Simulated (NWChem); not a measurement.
# C3H4FN (SMILES FC1=CCN1) at 3 levels

Wanted: a comparison of 3 runs (HF/STO-3G, HF/3-21G, B3LYP/6-31G*) of C3H4FN. 

Program for the calculation: NWChem 7.3.0.

## 1. The molecule

C3H4FN has 9 atoms, charge 0, and is taken as a singlet. SMILES: `FC1=CCN1`. Geometry: relaxed at PBE0-D4/def2-TZVP.

Bond lengths: F1–C2 1.313 Å, C2–C3 1.333 Å, C3–C4 1.512 Å, C2–N5 1.396 Å, C4–N5 1.502 Å, C3–H6 1.076 Å, C4–H7 1.092 Å, C4–H8 1.091 Å, N5–H9 1.016 Å. Some angles: F1–C2–C3 136.4°, F1–C2–N5 123.2°, C3–C2–N5 100.2°, C2–C3–C4 86.7°, C3–C4–N5 88.0°, C2–N5–C4 84.8°, C2–C3–H6 137.0°, C4–C3–H6 135.5°, C3–C4–H7 115.8°, C3–C4–H8 116.7°.

## 2. Energy and forces at HF/STO-3G (run 1)

The input, input.nw:

```
echo
start input
title "C3H4FN hf"
memory total 2200 mb
charge 0

geometry units au noautosym nocenter noautoz
F    2.02975483   2.53298890   2.99200337
C    1.01062553   1.11493841   1.22888890
C    1.84267194  -0.42084201  -0.58600407
C   -0.90328909  -0.86568354  -1.23758164
N   -1.58321255   1.04256190   0.75135511
H    3.62903005  -0.88722642  -1.43656980
H   -1.63593591  -2.74671692  -0.80823586
H   -1.52141850  -0.25662481  -3.10878845
H   -2.70060760   0.39892118   2.17299607
end

basis spherical bse
* library STO-3G
end

scf
thresh 1e-08
maxiter 80
noprint "final vectors analysis"
end

task scf gradient
```

The run is started by

```sh
$ nwchem input.nw > input.out
```

What it wrote:

```text
[...]
  functions       =    29
[...]
  wavefunction    = RHF
[...]
         Total SCF energy =   -266.231303482529
      One-electron energy =   -703.835449003063
      Two-electron energy =    267.600983155340
 Nuclear repulsion energy =    170.003162365194
        Time for solution =      2.3s
[...]
                         RHF ENERGY GRADIENTS
    atom               coordinates                        gradient
                 x          y          z           x          y          z
   1 F       2.029755   2.532989   2.992003   -0.014413  -0.016474  -0.020999
   2 C       1.010626   1.114938   1.228889   -0.063054   0.008174  -0.000843
   3 C       1.842672  -0.420842  -0.586004    0.008051  -0.017814  -0.015206
   4 C      -0.903289  -0.865684  -1.237582    0.018383   0.016562   0.019578
   5 N      -1.583213   1.042562   0.751355    0.036502  -0.006473   0.030017
   6 H       3.629030  -0.887226  -1.436570    0.002627   0.001770  -0.001460
   7 H      -1.635936  -2.746717  -0.808236    0.001134   0.000627   0.002932
   8 H      -1.521419  -0.256625  -3.108788    0.000965   0.003632   0.001610
   9 H      -2.700608   0.398921   2.172996    0.009804   0.009996  -0.015629
[...]
```

Wall time 3.6 s (1 thread of Intel Xeon Platinum 8259CL at 2.50GHz (Skylake/Cascade Lake), shared host); peak memory 0.098 GiB.

## 3. Energy and gradient at HF/3-21G (run 2)

The input, run.py:

```python
from ase import Atoms
from ase.calculators.nwchem import NWChem

mol = Atoms('FCCCNHHHH', positions=[
    [1.074100, 1.340400, 1.583300],
    [0.534800, 0.590000, 0.650300],
    [0.975100, -0.222700, -0.310100],
    [-0.478000, -0.458100, -0.654900],
    [-0.837800, 0.551700, 0.397600],
    [1.920400, -0.469500, -0.760200],
    [-0.865700, -1.453500, -0.427700],
    [-0.805100, -0.135800, -1.645100],
    [-1.429100, 0.211100, 1.149900],
])

calc = NWChem(
    label='c3h4fn',
    theory='scf',
    memory='2200 mb',
    basis='3-21G',
    basispar='spherical bse',
    scf={'nopen': '0', 'rhf': None, 'thresh': '1e-08', 'maxiter': '80'},
)
mol.calc = calc

forces = mol.get_forces()
e = mol.get_potential_energy()
print(f"E = {e:.6f} eV")
print("forces (eV/A):")
for s, f in zip(mol.symbols, forces):
    print(f"{s:2s} {f[0]:10.5f} {f[1]:10.5f} {f[2]:10.5f}")
print("dipole (e A):", mol.get_dipole_moment().round(4))
```

The run is started by

```sh
$ export ASE_NWCHEM_COMMAND="nwchem PREFIX.nwi > PREFIX.nwo"
$ python run.py
```

What it wrote:

```text
E = -7299.105491 eV
forces (eV/A):
F     0.46352    0.47581    0.63846
C     1.42244   -0.02782   -0.35054
C     0.51751    0.63157    0.44686
C    -1.32047   -1.35975   -2.08573
N    -0.86369   -0.39544    0.89901
H    -0.56703    0.05548    0.37626
H     0.19520    0.38963   -0.07873
H     0.18497   -0.17458    0.44526
H    -0.03250    0.40510   -0.29084
dipole (e A): [-0.1353 -0.4485 -0.0877]
```

The calculator wrote c3h4fn.nwi:

```
title "c3h4fn"

permanent_dir c3h4fn

scratch_dir c3h4fn

start c3h4fn

geometry units angstrom nocenter noautosym noautoz
  F  1.0741000000000001e+00 1.3404000000000000e+00 1.5832999999999999e+00
  C  5.3480000000000005e-01 5.8999999999999997e-01 6.5029999999999999e-01
  C  9.7509999999999997e-01 -2.2270000000000001e-01 -3.1009999999999999e-01
  C  -4.7799999999999998e-01 -4.5810000000000001e-01 -6.5490000000000004e-01
  N  -8.3779999999999999e-01 5.5169999999999997e-01 3.9760000000000001e-01
  H  1.9204000000000001e+00 -4.6949999999999997e-01 -7.6019999999999999e-01
  H  -8.6570000000000003e-01 -1.4535000000000000e+00 -4.2770000000000002e-01
  H  -8.0510000000000004e-01 -1.3580000000000000e-01 -1.6451000000000000e+00
  H  -1.4291000000000000e+00 2.1110000000000001e-01 1.1498999999999999e+00
end

memory 2200 mb

basis spherical bse noprint
   * library 3-21G
end

scf
  nopen 0
  rhf
  thresh 1e-08
  maxiter 80
end

task scf gradient
```

c3h4fn.nwo:

```text
Northwest Computational Chemistry Package (NWChem) 7.3.0
             --------------------------------------------------------

           Job information
           ---------------

    nwchem branch   = 7.3.0
    use scalapack   = T
    input           = c3h4fn.nwi
    prefix          = c3h4fn.
    data base       = c3h4fn/c3h4fn.db
    status          = startup
    nproc           =        1

           Memory information
           ------------------

    heap     =     72089598 doubles =      550.0 Mbytes
    stack    =     72089595 doubles =      550.0 Mbytes
    global   =    144179200 doubles =     1100.0 Mbytes (distinct from heap & stack)
    total    =    288358393 doubles =     2200.0 Mbytes
    verify   = yes
    hardfail = no

           Directory information
           ---------------------

  0 permanent = c3h4fn
  0 scratch   = c3h4fn

                                NWChem Input Module
                                -------------------

                                      c3h4fn
                                      ------

[... 127 lines left out ...]
 Convergence threshold     :          1.000E-08
[... 13 lines left out ...]
       Final RHF  results
[... 3 lines left out ...]
      One-electron energy =   -703.831694549276
[... 1 line left out ...]
 Nuclear repulsion energy =    170.003174603836
[... 37 lines left out ...]
                       ROHF Final Molecular Orbital Analysis
[... 209 lines left out ...]
     1   1 0 0     -0.255624      0.000000     16.656423
[... 8 lines of this table left out ...]
     2   0 0 2    -21.059785      0.000000    121.934999

                              NWChem Gradients Module
                              -----------------------

                                      c3h4fn

  wavefunction    =   RHF

                         RHF ENERGY GRADIENTS

    atom               coordinates                        gradient
                 x          y          z           x          y          z
   1 F       2.029755   2.532989   2.992003   -0.009014  -0.009253  -0.012416
   2 C       1.010625   1.114938   1.228889   -0.027662   0.000541   0.006817
   3 C       1.842672  -0.420842  -0.586004   -0.010064  -0.012282  -0.008690
[... 5 lines of this table left out ...]
   9 H      -2.700607   0.398921   2.172996    0.000632  -0.007878   0.005656

                 ----------------------------------------
                 |  Time  |  1-e(secs)   |  2-e(secs)   |
                 ----------------------------------------
                 |  CPU   |       0.00   |       0.52   |
                 ----------------------------------------
                 |  WALL  |       0.00   |       0.52   |
                 ----------------------------------------

 Task  times  cpu:        3.6s     wall:        3.6s
 Total times  cpu:        3.7s     wall:        3.7s
```

Wall time 5.1 s (1 thread of Intel Xeon Platinum 8259CL at 2.50GHz (Skylake/Cascade Lake), shared host); peak memory 0.098 GiB.

## 4. Energy and gradient at B3LYP/6-31G(d) (Cartesian functions) (run 3)

The input, run.py:

```python
from ase import Atoms
from ase.calculators.nwchem import NWChem

molecule = Atoms(['F', 'C', 'C', 'C', 'N', 'H', 'H', 'H', 'H'], positions=[
    [1.074100, 1.340400, 1.583300],
    [0.534800, 0.590000, 0.650300],
    [0.975100, -0.222700, -0.310100],
    [-0.478000, -0.458100, -0.654900],
    [-0.837800, 0.551700, 0.397600],
    [1.920400, -0.469500, -0.760200],
    [-0.865700, -1.453500, -0.427700],
    [-0.805100, -0.135800, -1.645100],
    [-1.429100, 0.211100, 1.149900],
])

calc = NWChem(
    label='c3h4fn',
    theory='dft',
    memory='2200 mb',
    basis='6-31G*',
    dft={'xc': 'b3lyp', 'mult': '1', 'grid': 'xfine', 'convergence': 'energy 1e-08', 'iterations': '100', 'mulliken': None},
)
molecule.calc = calc

forces = molecule.get_forces()
e = molecule.get_potential_energy()
print(f"E = {e:.6f} eV")
print("forces (eV/A):")
for s, f in zip(molecule.symbols, forces):
    print(f"{s:2s} {f[0]:10.5f} {f[1]:10.5f} {f[2]:10.5f}")
print("dipole (e A):", molecule.get_dipole_moment().round(4))
```

The run is started by

```sh
$ export ASE_NWCHEM_COMMAND="nwchem PREFIX.nwi > PREFIX.nwo"
$ python run.py
```

What it wrote:

```text
E = -7380.731098 eV
forces (eV/A):
F     0.30010    0.38762    0.49103
C     0.12290   -0.03677    0.00668
C     0.31578   -0.20085   -0.15684
C    -0.10135   -0.25876   -0.29156
N    -0.42819    0.32504   -0.05399
H     0.08639   -0.00895   -0.06736
H    -0.07883   -0.11102   -0.01466
H    -0.06721   -0.00442   -0.09966
H    -0.14959   -0.09194    0.18646
dipole (e A): [-0.1415 -0.3223 -0.0312]
```

The calculator wrote c3h4fn.nwi:

```
title "c3h4fn"

permanent_dir c3h4fn

scratch_dir c3h4fn

start c3h4fn

geometry units angstrom nocenter noautosym noautoz
  F  1.0741000000000001e+00 1.3404000000000000e+00 1.5832999999999999e+00
  C  5.3480000000000005e-01 5.8999999999999997e-01 6.5029999999999999e-01
  C  9.7509999999999997e-01 -2.2270000000000001e-01 -3.1009999999999999e-01
  C  -4.7799999999999998e-01 -4.5810000000000001e-01 -6.5490000000000004e-01
  N  -8.3779999999999999e-01 5.5169999999999997e-01 3.9760000000000001e-01
  H  1.9204000000000001e+00 -4.6949999999999997e-01 -7.6019999999999999e-01
  H  -8.6570000000000003e-01 -1.4535000000000000e+00 -4.2770000000000002e-01
  H  -8.0510000000000004e-01 -1.3580000000000000e-01 -1.6451000000000000e+00
  H  -1.4291000000000000e+00 2.1110000000000001e-01 1.1498999999999999e+00
end

memory 2200 mb

basis noprint
   * library 6-31G*
end

dft
  xc b3lyp
  mult 1
  grid xfine
  convergence energy 1e-08
  iterations 100
  mulliken
end

task dft gradient
```

c3h4fn.nwo:

```text
Northwest Computational Chemistry Package (NWChem) 7.3.0
             --------------------------------------------------------

           Job information
           ---------------

    nwchem branch   = 7.3.0
    use scalapack   = T
    input           = c3h4fn.nwi
    prefix          = c3h4fn.
    data base       = c3h4fn/c3h4fn.db
    status          = startup
    nproc           =        1

           Memory information
           ------------------

    heap     =     72089598 doubles =      550.0 Mbytes
    stack    =     72089595 doubles =      550.0 Mbytes
    global   =    144179200 doubles =     1100.0 Mbytes (distinct from heap & stack)
    total    =    288358393 doubles =     2200.0 Mbytes
    verify   = yes
    hardfail = no

           Directory information
           ---------------------

  0 permanent = c3h4fn
  0 scratch   = c3h4fn

                                NWChem Input Module
                                -------------------

                                      c3h4fn
                                      ------

[... 98 lines left out ...]
  convergence criterion.
[... 17 lines left out ...]
          Convergence on gradient requested:  5.00D-04
[... 27 lines left out ...]
          Convergence aids based upon iterative change in
[... 28 lines left out ...]
 1-e energy   =    -703.971934
[... 46 lines left out ...]
         Total DFT energy =     -271.236867211473
[... 2 lines left out ...]
    Exchange-Corr. energy =      -35.164836994480
[... 647 lines left out ...]
          Convergence on energy requested:  1.00D-08
[... 25 lines left out ...]
          Spatial weights used:  Erf1
[... 4 lines left out ...]
          total energy or number of iterations.
[... 18 lines left out ...]
                            NWChem DFT Gradient Module
                            --------------------------

                                      c3h4fn

  charge          =   0.00
  wavefunction    = closed shell

                         DFT ENERGY GRADIENTS

    atom               coordinates                        gradient
                 x          y          z           x          y          z
   1 F       2.029755   2.532989   2.992003   -0.005836  -0.007538  -0.009549
   2 C       1.010625   1.114938   1.228889   -0.002390   0.000715  -0.000130
   3 C       1.842672  -0.420842  -0.586004   -0.006141   0.003906   0.003050
[... 5 lines of this table left out ...]
   9 H      -2.700607   0.398921   2.172996    0.002909   0.001788  -0.003626

                 ----------------------------------------
                 |  Time  |  1-e(secs)   |  2-e(secs)   |
                 ----------------------------------------
                 |  CPU   |       0.01   |       3.15   |
                 ----------------------------------------
                 |  WALL  |       0.01   |       3.15   |
                 ----------------------------------------

 Task  times  cpu:       56.5s     wall:       56.5s
 Total times  cpu:       56.6s     wall:       56.6s
```

Wall time 58 s (1 thread of Intel Xeon Platinum 8259CL at 2.50GHz (Skylake/Cascade Lake), shared host); peak memory 0.15 GiB.

## 5. Overview of the runs

```tsv
run	level	Cartesian functions	iteration cap	energy (Eh)	dipole moment (D)	largest force (eV/Å)	wall time
1	HF/STO-3G	no	80	-266.231303	1.51	3.270	3.6 s
2	HF/3-21G	no	80	-268.237181	2.29	2.818	5.1 s
3	B3LYP/6-31G* (Cartesian functions)	yes	100	-271.236867	1.70	0.694	58 s
```

## 6. Outcome

| quantity | value |
| --- | --- |
| run 3: total energy | -271.23687 Eh |
| run 3: dipole moment | 1.70 D |
| run 3: HOMO energy | -5.90 eV |
| run 3: LUMO energy | 1.29 eV |
| run 3: HOMO–LUMO gap | 7.18 eV |
| run 3: largest force on an atom | 0.694 eV/Å |

In words: The dipole moment (its size) runs from 1.51 D (HF/STO-3G) to 2.29 D (HF/3-21G). In run 1 the basis is minimal, so the values are rough. All runs together took 67 s, the longest 58 s.
